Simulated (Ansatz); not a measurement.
# H2O (triplet): wave-function methods side by side at distance H1–H2 along a hydrogen transfer = 0.745 Å, cc-pVTZ

Aim: climb from Hartree-Fock through coupled cluster and multireference methods for H2O (triplet) at one geometry and basis, and see what each rung misses.

Program: Ansatz 0.2.0, Gaussian basis. Level of theory: cc-pVTZ, core rule «outside noble gas», up to 1 orbitals frozen. These are calculated values, not measurements.

To be run: UHF; CCSD(T) on ROHF; CCSD(T) on UHF; BCCD(T) on ROHF; CISD; CCSDT(Q) on ROHF; CCSDT(Q) on UHF; CASSCF and NEVPT2, 4 electrons in 4 orbitals; CASSCF and MRCISD+Q, 8 electrons in 6 orbitals; CASSCF and NEVPT2, 8 electrons in 6 orbitals.

11 further runs of the same task are left out: 1 for a mislabelled method, 9 that didn't finish, 1 set aside as unsound or not needed.

## Step 1: The geometry

The geometry derives from fragments relaxed apart (PBE0/def2-TZVP) and kept rigid, so it is no stationary point. A hydrogen atom is moved between rigid fragments.

3 atoms, charge 0, spin multiplicity 3.

Atoms are counted from 1 here; the program's logs count them from 0.

Bond lengths: H1–H2 0.745 Å.

## Step 2: UHF

Input file in.yaml:

```yaml
crystal:
  periodic: [false, false, false]
  atoms:
    - {symbol: H, position_ang: [0.000000, 0.000000, -0.993667]}
    - {symbol: H, position_ang: [0.000000, 0.000000, -0.248667]}
    - {symbol: O, position_ang: [0.000000, 0.000000, 1.242333]}
basis:
  gaussian: {orbitals: cc-pVTZ}
magnetization: {spin_polarized: true, initial_magnetization: 2}
hamiltonian: {xc: hf}
output: {orbitals: {seedname: orbitals}}
```

On the command line:

```console
$ ansatz run in.yaml --threads 1 --pin off --events-out ev --progress --plain --max-ram 2393MiB
```

Further steps of the session: CCSD(T) on ROHF; CCSD(T) on UHF; BCCD(T) on ROHF; CISD; CCSDT(Q) on ROHF; CCSDT(Q) on UHF; CASSCF and NEVPT2, 4 electrons in 4 orbitals; CASSCF and MRCISD+Q, 8 electrons in 6 orbitals; CASSCF and NEVPT2, 8 electrons in 6 orbitals.

Q: Predict the results of all the runs planned. Wanted: UCCSDT(Q) below the RHF energy; RMP2 from UCCSDT(Q); UMP2 from UCCSDT(Q); RCCSD from UCCSDT(Q); RCCSD(T) from UCCSDT(Q); UCCSD(T) from UCCSDT(Q); RCCSDT(Q) from UCCSDT(Q); NEVPT2 pair from UCCSDT(Q); NEVPT2 valence from UCCSDT(Q).

As calculated:

| quantity | value |
| --- | --- |
| UCCSDT(Q) below the RHF energy | -6.0069 eV |
| RMP2 from UCCSDT(Q) | +18.36 kcal/mol |
| UMP2 from UCCSDT(Q) | +18.14 kcal/mol |
| RCCSD from UCCSDT(Q) | +2.97 kcal/mol |
| RCCSD(T) from UCCSDT(Q) | +0.40 kcal/mol |
| UCCSD(T) from UCCSDT(Q) | +0.34 kcal/mol |
| RCCSDT(Q) from UCCSDT(Q) | +0.06 kcal/mol |
| NEVPT2 pair from UCCSDT(Q) | +16.96 kcal/mol |
| NEVPT2 valence from UCCSDT(Q) | +23.59 kcal/mol |
| MRCISD+Q valence from UCCSDT(Q) | +1.32 kcal/mol |
| levels within 1 kcal/mol (43 meV) | RCCSD(T), UCCSD(T), BCCD(T), RCCSDT, UCCSDT, RCCSDT(Q) |
| T1 diagnostic | 0.027 |
| effectively unpaired electrons | 2.00 |

In words: RCCSD(T) misses by +0.40 kcal/mol, 0.3 % of the correlation energy. One determinant dominates. Of the multireference levels listed MRCISD+Q valence comes nearest in total energy (+1.32 kcal/mol), which doesn't show that its space is the better one. These misses are within one basis, not against nature; the frozen cores of restricted and unrestricted runs differ, which can shift their rows.
